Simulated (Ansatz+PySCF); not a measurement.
# doublet CHO: levels of theory in one basis

```xyz
3

C     0.0485    0.5935    0.0000
O     0.0485   -0.5807    0.0000
H    -0.8444    1.1966    0.0000
```

Basis set: cc-pVTZ (spherical functions). Left uncorrelated: 2 orbitals. Correlation on ROHF uses semicanonical orbitals with singles. Charge 0, multiplicity 2.

Computed with Ansatz (development build ahead of 0.2.0) and PySCF 2.14.0; each method stands on the lowest determinant of its kind that the runs found.

```
      method  E − E(ROHF) (eV)  <S²> of the determinant
        ROHF              0.00                     0.75
         UHF             -0.15                     0.76
    ROHF-MP2            -10.18                        –
     UHF-MP2            -10.13                     0.76
ROHF-CCSD(T)            -10.78                        –
 UHF-CCSD(T)            -10.78                     0.76
```

Question: What does UHF-CCSD give on the same scale?

Answer: -10.32 eV.
